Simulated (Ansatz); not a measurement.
Results of PBEsol in Ansatz (plane waves, PAW) for rock-salt SnTe (cubic form, which distorts at low temperature).

Settings: plane-wave cutoff 520 eV, 20×20×20 k mesh, scalar-relativistic PAW data made under PBE.

Computed at the level's own relaxed cell.

Elastic tensor (GPa, Voigt notation, ions relaxed):

```
  137.7     1.9     1.9     0.0     0.0     0.0
    1.9   137.7     1.9     0.0     0.0     0.0
    1.9     1.9   137.7     0.0     0.0     0.0
    0.0     0.0     0.0    17.6     0.0     0.0
    0.0     0.0     0.0     0.0    17.6     0.0
    0.0     0.0     0.0     0.0     0.0    17.6
```

Worked from these constants: the tetragonal shear constant is C′ = (C11 − C12)/2 = 67.9 GPa against C44 = 17.6 GPa, so the C44 shear is the softer. The Zener ratio C44/C′ is 0.26 (1 for an isotropic solid), and the Cauchy pressure C12 − C44 is -15.7 GPa. With C11 + 2C12 = 141.5 GPa all three Born conditions hold; they don't test modes at the zone boundary.

Measured, for comparison: elastic constant C11 109 GPa, elastic constant C12 2.1 GPa, elastic constant C44 9.69 GPa (temperature not stated, not corrected to a static lattice; as tabulated in Oses et al. (2018), arXiv:1811.08464). Computed (rounded) less measured: elastic constant C11 +27 %, elastic constant C12 -10 %, elastic constant C44 +82 %.

Note: symmetry holds this phase in the static calculation, where it need not be a minimum.

Computed values are for the static lattice.

Ansatz is a first-principles code.
